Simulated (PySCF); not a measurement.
Orbital picture of HCl⁺

UHF at R = 1.330 Å; H def2-SVP, Cl def2-SVP; no relativity (PySCF 2.14). State: ²Π (doublet), unpaired electrons π ↑. Only the outer orbitals are listed, counted within each symmetry.

| spin | orbital | occ. | ε (eV) | on H (%) | main shells (%) |
| --- | --- | --- | --- | --- | --- |
| α | 4σ | 1 | -42.18 | 6 | 93 Cl s |
| α | 5σ | 1 | -27.15 | 25 | 69 Cl p, 24 H s |
| α | 2π | 1 | -25.78 | 0 | 100 Cl p |
| α | 2π | 1 | -23.71 | 0 | 100 Cl p |
| α | 6σ | 0 | -4.31 | 84 | 84 H s, 18 Cl p |
| α | 7σ | 0 | 4.97 | 69 | 69 H s, 23 Cl d |
| α | 8σ | 0 | 9.88 | 0 | 101 Cl s |
| β | 4σ | 1 | -39.03 | 10 | 88 Cl s, 9 H s |
| β | 5σ | 1 | -26.58 | 25 | 66 Cl p, 24 H s |
| β | 2π | 1 | -22.96 | 0 | 100 Cl p |
| β | 2π | 0 | -10.37 | 0 | 100 Cl p |
| β | 6σ | 0 | -3.96 | 82 | 82 H s, 19 Cl p |
| β | 7σ | 0 | 5.35 | 72 | 71 H s, 21 Cl d |

**Question.** Which are the highest filled and the lowest empty level, where do they sit, and how wide is the gap?

**Answer.** Highest filled β 2π at -22.96 eV (in %: 100 Cl p); lowest empty β 2π at -10.37 eV (in %: 100 Cl p); the gap at UHF is 12.59 eV. Both belong to one degenerate shell, split only by its one-sided filling, so this is no excitation gap.

* bond order (Mayer): 0.89
* ⟨S²⟩: 0.758
* charge on H (Mulliken, basis-dependent): 0.33
* charge on H (Löwdin, basis-dependent): 0.16
* dipole moment (positive dipole points towards Cl; it is taken about the centre of mass and depends on that origin): -2.07 D
* polarisability along the bond: 10.6 bohr³
* polarisability across the bond: 5.7 bohr³

Shares are Mulliken populations and can fall outside 0 to 100 %.

The state was picked by a PBE0 search and need not be the measured ground state.
